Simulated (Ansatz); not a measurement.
# Lattice parameter a of some fcc solids

Method: PBE-D4 (plane waves, PAW; Ansatz, an electronic-structure program). References are measured values corrected to a static lattice. The table is a random draw of 6 from 12 solids with such references.

Values in Å.

| solid | reference | PBE-D4 | error (%) |
|---|---|---|---|
| fcc Au | 4.062 | 4.107 | +1.11 |
| fcc Ni | 3.508 | 3.483 | -0.71 |
| fcc Ca | 5.553¶ | 5.496 | -1.03 |
| fcc Rh | 3.794 | 3.789 | -0.13 |
| fcc Ir | 3.831 | 3.839 | +0.21 |
| fcc Pt | 3.913 | 3.935 | +0.56 |

Over these 6 solids the mean error is 0.00 %, the mean absolute error 0.62 % (median 0.64 %), and the worst case fcc Au at +1.11 %; the value is above the reference in 3 of 6 cases. Over all 12, from unrounded values, the mean error is -0.01 % and the mean absolute error 0.73 % (median 0.76 %). Caveats on values not shown: a distance lies near a switch of the dispersion term, which can move the cell (1).

All these references are brought to a static lattice.

Spin–orbit coupling is left out, also for the solids with elements from indium on (fcc Au, fcc Ir, fcc Pt); its size isn't shown.

¶ marks references of a special kind: fcc Ca, 5.553 Å (measured, low-temperature or extrapolated to 0 K; zero-point anharmonic expansion removed; as tabulated in Csonka et al. (2009), arXiv:0903.4037).

Differences are worked out from the printed values.

Caveats: a distance lies near a switch of the dispersion term, which can move the cell (fcc Ca). Ansatz's density-functional and Hartree–Fock values are scalar-relativistic unless marked +SOC, with PAW data made under PBE.

Ansatz's runs of these crystals have no spin polarisation, but for fcc Ni.

Density-functional runs with spin start from parallel moments for fcc Ni.

Of the class's solids with a reference value and a result at some level, none was set aside. At least 1 more with a reference value is held back for tests. Solids without a released value at any level aren't counted. Layered and molecular crystals are counted apart. The metals Ce to Yb are counted apart.

References as tabulated in Mejia-Rodriguez and Trickey (2018), arXiv:1807.09216; Csonka et al. (2009), arXiv:0903.4037.
